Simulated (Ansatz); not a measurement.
# C axis length of Zn (model structure, started from the beta-Sn type, I4₁/amd, No. 141, 2 atoms in the cell) at several levels of theory

No measured value is used here.

```tsv
level (code)	value (Å)
PBE (Ansatz)	2.552
PBEsol (Ansatz)	2.488
PBE-D3(BJ) (Ansatz)	2.510
r²SCAN (Ansatz)	___
```

**Question.** What belongs in the gaps?

**Answer.** 
- r²SCAN (Ansatz, an electronic-structure program), value (Å): 2.467

Ansatz's density-functional and Hartree–Fock values are scalar-relativistic unless marked +SOC, with PAW data made under PBE.

A model structure was made by putting elements into a prototype or built by hand; it is no filed structure, need not be a known phase, and can be a saddle point held by its symmetry.
